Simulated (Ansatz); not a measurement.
**C₂H₂FNO: a ladder of functionals and wavefunction methods**

An exercise on one series of results from a longer session: the logs are not shown, and one member is left open.

Method: functionals in def2-TZVPP, the program's frozen cores in correlated methods; program: Ansatz 0.2.0, Gaussian basis.

Plan: LDA (SPW92), PBE-D4, revPBE-D4, BLYP-D4, r2SCAN-D4, B97M-V, PBE0-D4, B3LYP-D4, r2SCANh-D4, r2SCAN0-D4, HSE06-D4, BHLYP-D4, CAM-B3LYP-D4, LC-ωPBE, ωB97X-V, ωB97M-V, B2PLYP, PBE-QIDH; CCSD(T)/def2-SVP; CCSD(T)/def2-TZVPP; MP2/def2-QZVPP; extrapolation to the limit; RPA on PBE.

### Structure used throughout

The geometry comes from an earlier relaxation with PBE0-D4 in a triple-zeta def2 set; it is a stationary point, not always the lowest conformer.

7 atoms, charge 0, spin multiplicity 1.

Atoms are counted from 1 here; the program's logs count them from 0.

Bond lengths: O1–C2 1.297 Å, O1–H6 0.967 Å, C2–C3 1.496 Å, C3–F4 1.332 Å, C3–N5 1.253 Å, N5–H7 1.020 Å. Angles: C2–O1–H6 108.5°, O1–C2–C3 108.1°, C2–C3–F4 118.4°, C2–C3–N5 122.5°, F4–C3–N5 119.1°, C3–N5–H7 107.6°.

Set-up of the first run:

in.yaml reads:

```yaml
crystal:
  periodic: [false, false, false]
  atoms:
    - {symbol: O, position_ang: [-1.500868, 0.242552, 0.585409]}
    - {symbol: C, position_ang: [-0.216970, 0.422312, 0.625451]}
    - {symbol: C, position_ang: [0.393504, -0.331263, -0.513801]}
    - {symbol: F, position_ang: [-0.411395, -1.011868, -1.327564]}
    - {symbol: N, position_ang: [1.627985, -0.344176, -0.727387]}
    - {symbol: H, position_ang: [-1.901681, 0.727523, 1.320215]}
    - {symbol: H, position_ang: [2.070623, 0.227021, -0.008026]}
basis:
  gaussian: {orbitals: def2-TZVPP}
hamiltonian: {xc: lda}
output: {orbitals: {seedname: orbitals}}
```

Launch:

```sh
$ ansatz run in.yaml --threads 2 --pin off --events-out ev --progress --plain --max-ram 4352MiB
```

Steps of the session up to this table: LDA; PBE-D4 (GGA); revPBE-D4 (GGA); BLYP-D4 (GGA); r2SCAN-D4 (meta-GGA); B97M-V (meta-GGA); B3LYP-D4 (hybrid); r2SCANh-D4 (hybrid); r2SCAN0-D4 (hybrid); HSE06-D4 (hybrid); BHLYP-D4 (hybrid); CAM-B3LYP-D4 (range-separated); LC-ωPBE (range-separated); ωB97X-V (range-separated); ωB97M-V (range-separated); B2PLYP (double hybrid); PBE-QIDH (double hybrid).

One of the session's tables, all rows but one given; the rest of the session is left out.

It belongs to the step «Frontier levels by functional». 

```
  functional  HOMO (eV)  LUMO (eV)  gap (eV)
 LDA (SPW92)      -5.78      -4.23      1.55
      PBE-D4      -5.64      -3.93      1.71
   revPBE-D4      -5.58      -3.82      1.76
     BLYP-D4      -5.60      -3.79      1.80
   r2SCAN-D4      -5.98      -3.81      2.17
      B97M-V      -6.11      -3.63      2.48
     PBE0-D4          ?          ?         ?
    B3LYP-D4      -7.00      -3.13      3.87
  r2SCANh-D4      -6.55      -3.41      3.14
  r2SCAN0-D4      -7.42      -2.82      4.60
    HSE06-D4      -6.78      -3.28      3.50
    BHLYP-D4      -8.73      -1.69      7.04
CAM-B3LYP-D4      -8.77      -1.68      7.09
     LC-ωPBE     -10.17      -0.46      9.71
     ωB97X-V      -9.78      -0.51      9.28
     ωB97M-V      -9.66      -0.55      9.11
```

Estimate the missing values for PBE0-D4.

**Answer.** HOMO (eV): -7.19; LUMO (eV): -2.89; gap (eV): 4.31. In the column «HOMO (eV)» it lies between r2SCAN0-D4 (-7.42) and B3LYP-D4 (-7.00).
